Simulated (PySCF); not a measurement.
# C4H9Cl (SMILES CC(C)CCl): levels of theory compared

We compute a comparison of 6 runs (HF/STO-3G, HF/3-21G, B3LYP/6-31G*, B2PLYP/def2-SVP, wB97M-V/def2-SVP, SCS-MP2/def2-SVP) of C4H9Cl. Input form: a Python script.

The calculation is run with PySCF 2.14.0.

2 further runs of the same task are left out: 1 for a faulty analytic Hessian, 1 set aside as unsound or not needed.

## Step 1: Starting point

C4H9Cl: 14 atoms, total charge 0, spin state singlet. SMILES: `CC(C)CCl`. The shape is that of a GFN2-xTB optimisation. This is one conformer, not always the lowest.

Bond lengths: C1–C2 1.528 Å, C2–C3 1.526 Å, C2–C4 1.525 Å, C4–Cl5 1.785 Å, C1–H6 1.088 Å, C1–H7 1.087 Å, C1–H8 1.087 Å, C2–H9 1.095 Å, C3–H10 1.087 Å, C3–H11 1.088 Å, C3–H12 1.087 Å, C4–H13 1.090 Å, C4–H14 1.090 Å. Some angles: C1–C2–C3 110.7°, C1–C2–C4 109.1°, C3–C2–C4 111.0°, C2–C4–Cl5 111.4°, C1–C2–H9 108.8°, C3–C2–H9 108.9°, C4–C2–H9 108.3°, C2–C1–H6 110.4°, C2–C1–H7 111.0°, C2–C1–H8 110.0°.

## Step 2: A single-point energy at HF/STO-3G (run 1)

Input file input.py:

```python
from pyscf import gto, scf

mol = gto.Mole()
mol.atom = '''
C   -0.570770  -0.596600   1.242470
C    0.097430   0.321370   0.219560
C    1.362210  -0.323760  -0.339230
C   -0.895650   0.630850  -0.895120
Cl  -0.257960   1.869150  -2.010850
H   -0.861360  -1.536010   0.777230
H   -1.458850  -0.130150   1.662400
H    0.118640  -0.814640   2.053770
H    0.367190   1.261740   0.711620
H    2.075300  -0.511690   0.459380
H    1.123620  -1.270940  -0.818820
H    1.830160   0.327390  -1.072950
H   -1.827880   1.029230  -0.494430
H   -1.102090  -0.255940  -1.495030
'''
mol.max_memory = 1860
mol.basis = 'sto-3g'
mol.spin = 0
mol.verbose = 3
mol.charge = 0
mol.build()

mf = scf.RHF(mol)
mf.conv_tol = 1e-10
mf.kernel()
if not mf.converged:
    mf = mf.newton().run(mf.mo_coeff, mf.mo_occ)

etot = mf.e_tot
print('E = %.10f Eh' % etot)
```

Command:

```console
$ OMP_NUM_THREADS=1 python input.py
```

Standard output:

```text
converged SCF energy = -609.465372620077
E = -609.4653726201 Eh
```

Run time: 0.95 s. Hardware: 1 thread of Intel Xeon at 2.70GHz, shared host; peak memory 0.1 GiB.

## Step 3: The energy at HF/3-21G (run 2)

Input file job.py:

```python
from pyscf import gto

system = gto.M(
    atom='''
C     -1.078599    -1.127411     2.347928
C      0.184116     0.607301     0.414908
C      2.574204    -0.611818    -0.641052
C     -1.692533     1.192134    -1.691532
Cl    -0.487474     3.532182    -3.799956
H     -1.627734    -2.902638     1.468752
H     -2.756827    -0.245948     3.141481
H      0.224197    -1.539446     3.881063
H      0.693889     2.384343     1.344767
H      3.921749    -0.966954     0.868102
H      2.123334    -2.401729    -1.547346
H      3.458501     0.618677    -2.027582
H     -3.454193     1.944963    -0.934337
H     -2.082648    -0.483657    -2.825197
''',
    max_memory=1860,
    verbose=4,
    charge=0,
    spin=0,
    basis='3-21g',
    unit='bohr',
)

calc0 = system.RHF()
calc0.conv_tol = 1e-10
calc0.kernel()
if not calc0.converged:
    calc0 = calc0.newton().run(calc0.mo_coeff, calc0.mo_occ)

energy = calc0.e_tot
print('E = %.10f Eh' % energy)
```

Command:

```console
$ OMP_NUM_THREADS=1 python job.py
```

Standard output:

```text
PySCF version 2.14.0

[... 66 lines left out ...]
converged SCF energy = -613.149908773474
E = -613.1499087735 Eh
```

It took 1.3 s on 1 thread of Intel Xeon at 2.70GHz, shared host; peak memory 0.14 GiB.

Runs 3 to 5 aren't shown in full; the table further down has their settings and results.

## Step 4: A single-point energy at SCS-MP2/def2-SVP (run 6)

Input file input.py:

```python
from pyscf import gto, scf, mp

system = gto.Mole()
system.atom = '''
C     -0.570770    -0.596600     1.242470
C      0.097430     0.321370     0.219560
C      1.362210    -0.323760    -0.339230
C     -0.895650     0.630850    -0.895120
Cl    -0.257960     1.869150    -2.010850
H     -0.861360    -1.536010     0.777230
H     -1.458850    -0.130150     1.662400
H      0.118640    -0.814640     2.053770
H      0.367190     1.261740     0.711620
H      2.075300    -0.511690     0.459380
H      1.123620    -1.270940    -0.818820
H      1.830160     0.327390    -1.072950
H     -1.827880     1.029230    -0.494430
H     -1.102090    -0.255940    -1.495030
'''
system.charge = 0
system.basis = 'def2-svp'
system.verbose = 3
system.spin = 0
system.max_memory = 1860
system.build()

myscf = scf.RHF(system)
myscf.conv_tol = 1e-10
myscf.kernel()
if not myscf.converged:
    myscf = myscf.newton().run(myscf.mo_coeff, myscf.mo_occ)

pt = mp.MP2(myscf, frozen=9).run()
energy = myscf.e_tot + 1.2 * pt.e_corr_os + pt.e_corr_ss / 3
print('E = %.10f Eh' % energy)
```

Command:

```console
$ OMP_NUM_THREADS=1 python input.py
```

Standard output:

```text
converged SCF energy = -615.959815998458
E(RMP2) = -616.67560989259  E_corr = -0.715793894131474
E(SCS-RMP2) = -616.674339658624  E_corr = -0.714523660165654
E = -616.6743396586 Eh
```

Run time: 5.1 s. Hardware: 1 thread of Intel Xeon at 2.70GHz, shared host; peak memory 0.41 GiB.

## Step 5: All runs side by side

| run | level | integration grid | frozen core orbitals | energy (Eh) | dipole moment (D) of the reference | HOMO energy (eV) | LUMO energy (eV) | wall time |
| --- | --- | --- | --- | --- | --- | --- | --- | --- |
| 1 | HF/STO-3G | – | – | -609.465373 | 2.48 | -10.04 | 10.28 | 0.95 s |
| 2 | HF/3-21G | – | – | -613.149909 | 2.67 | -11.56 | 5.63 | 1.3 s |
| 3 | B3LYP/6-31G* (spherical functions) | 5 | – | -618.046708 | 2.14 | -7.85 | 1.06 | 31 s |
| 4 | B2PLYP/def2-SVP | 5 | 9 | -617.446160 | 1.95 | -9.30 | 2.44 | 50 s |
| 5 | wB97M-V/def2-SVP | 5 | – | -617.665786 | 1.84 | -10.37 | 3.10 | 3.8 min |
| 6 | SCS-MP2/def2-SVP | – | 9 | -616.674340 | 2.15 | -11.46 | 4.41 | 5.1 s |

## Step 6: Summary of results

```
                                          quantity          value
                               run 6: total energy  -616.67434 Eh
       run 6: dipole moment (Hartree–Fock density)         2.15 D
        run 6: HOMO energy (Hartree–Fock orbitals)      -11.46 eV
        run 6: LUMO energy (Hartree–Fock orbitals)        4.41 eV
      run 6: HOMO–LUMO gap (Hartree–Fock orbitals)       15.87 eV
run 6: correlation energy (9 core orbitals frozen)     -714.5 mEh
```

In words: Over runs 1, 2, 3, 4, 5 the dipole moment (its size) runs from 1.84 D (wB97M-V/def2-SVP) to 2.67 D (HF/3-21G). The two ends differ in method and basis. Over runs 1, 2, 3, 4, 5 the HOMO–LUMO gap runs from 8.91 eV (B3LYP/6-31G*) to 20.32 eV (HF/STO-3G). Totals of different functionals can't be ranked against each other. In run 1 the basis is minimal, so the values are rough. All runs together took 5.3 min, the longest 3.8 min.
